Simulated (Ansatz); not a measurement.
# What each rung costs, and what it gives

Saddle point of C2H4N, doublet (C₂H₃N (CC#N) + H → C₂H₂N ([CH2][C][N]) + H₂; bonds formed: H1–H5; bonds broken: H1–C2), PBE0-D4/def2-TZVP structure:

```
7
angstrom
H -0.9115 0.5916 -0.2094
C 0.3335 0.3156 0.1108
C 0.4857 -1.0967 0.0613
N 0.5723 -2.2456 0.0109
H -1.8053 0.8400 -0.4361
H 0.4248 0.7412 1.1071
H 0.9004 0.8539 -0.6448
```

Barriers are electronic and count from the start structure reached by relaxing down the imaginary mode. Spin–orbit coupling is left out.

Ansatz 0.2.0; basis: as named in each row; cores frozen in the correlated methods; orbitals are unrestricted. B3LYP uses VWN-RPA correlation. Extrapolation: Hartree–Fock as exp(−7.88 √X), correlation as X^−2.97.

Times are rough, for one single point on 2 threads of a shared host (Arm Neoverse V2).

The estimate by CCSD(T) at an estimated basis limit (MP2 extrapolated from triple and quadruple zeta, plus CCSD(T) − MP2 in triple zeta) is 0.564 eV.

```json
{"method": "HF", "basis": "STO-3G", "time (s)": "under 1", "barrier (eV)": "0.837", "method less estimate": "0.273"}
{"method": "PBE-D4", "basis": "STO-3G", "time (s)": "under 1", "barrier (eV)": "-0.053", "method less estimate": "-0.617"}
{"method": "SPW92", "basis": "def2-SVP", "time (s)": "under 1", "barrier (eV)": "0.014", "method less estimate": "-0.551"}
{"method": "B3LYP-D4", "basis": "6-31G", "time (s)": "under 1", "barrier (eV)": "0.264", "method less estimate": "-0.300"}
{"method": "PBE-D4", "basis": "def2-SVP", "time (s)": "under 1", "barrier (eV)": "0.216", "method less estimate": "-0.348"}
{"method": "PBE0-D4", "basis": "def2-SVP", "time (s)": "under 1", "barrier (eV)": "0.377", "method less estimate": "-0.187"}
{"method": "SPW92", "basis": "def2-TZVPP", "time (s)": "under 1", "barrier (eV)": "0.025", "method less estimate": "-0.539"}
{"method": "CCSD(T)", "basis": "def2-SVP", "time (s)": "2", "barrier (eV)": "0.642", "method less estimate": "0.078"}
{"method": "PBE-D4", "basis": "def2-TZVPP", "time (s)": "2", "barrier (eV)": "0.225", "method less estimate": "-0.339"}
{"method": "BLYP-D4", "basis": "def2-TZVPP", "time (s)": "2", "barrier (eV)": "0.143", "method less estimate": "-0.421"}
{"method": "PBE0-D4", "basis": "def2-TZVPP", "time (s)": "2", "barrier (eV)": "0.378", "method less estimate": "-0.186"}
{"method": "B3LYP-D4", "basis": "def2-TZVPP", "time (s)": "2", "barrier (eV)": "0.268", "method less estimate": "-0.296"}
{"method": "BHLYP-D4", "basis": "def2-TZVPP", "time (s)": "2", "barrier (eV)": "0.445", "method less estimate": "-0.119"}
{"method": "CAM-B3LYP-D4", "basis": "def2-TZVPP", "time (s)": "2", "barrier (eV)": "0.373", "method less estimate": "-0.192"}
{"method": "wB97M-V", "basis": "def2-SVP", "time (s)": "3", "barrier (eV)": "0.492", "method less estimate": "-0.072"}
{"method": "B2PLYP", "basis": "def2-TZVPP", "time (s)": "3", "barrier (eV)": "0.444", "method less estimate": "-0.120"}
{"method": "PBE-QIDH", "basis": "def2-TZVPP", "time (s)": "3", "barrier (eV)": "0.581", "method less estimate": "0.017"}
{"method": "RPA on PBE", "basis": "def2-TZVPP", "time (s)": "3", "barrier (eV)": "0.555", "method less estimate": "-0.009"}
{"method": "r2SCAN-D4", "basis": "def2-TZVPP", "time (s)": "4", "barrier (eV)": "0.193", "method less estimate": "-0.371"}
{"method": "r2SCAN0-D4", "basis": "def2-TZVPP", "time (s)": "4", "barrier (eV)": "0.305", "method less estimate": "-0.259"}
{"method": "wB97X-V", "basis": "def2-TZVPP", "time (s)": "6", "barrier (eV)": "0.525", "method less estimate": "-0.039"}
{"method": "wB97M-V", "basis": "def2-TZVPP", "time (s)": "6", "barrier (eV)": "0.518", "method less estimate": "-0.046"}
{"method": "B97M-V", "basis": "def2-TZVPP", "time (s)": "7", "barrier (eV)": "0.315", "method less estimate": "-0.249"}
{"method": "MP2", "basis": "def2-QZVPP", "time (s)": "13", "barrier (eV)": "0.895", "method less estimate": "0.330"}
{"method": "CCSD(T)", "basis": "def2-TZVPP", "time (s)": "21", "barrier (eV)": "0.570", "method less estimate": "0.006"}
```

All methods are single points on the PBE0-D4 structures; a negative value means that the method puts the saddle structure below the start.

No T1 diagnostic of these runs exceeds 0.034. ⟨S²⟩ of the unrestricted Hartree–Fock references: 0.75 to 0.94 (a pure state has 0.75). The unrestricted reference is spin-contaminated, which hurts MP2 most.

Labels in which every atom is bracketed show which atoms are joined, not bond orders.
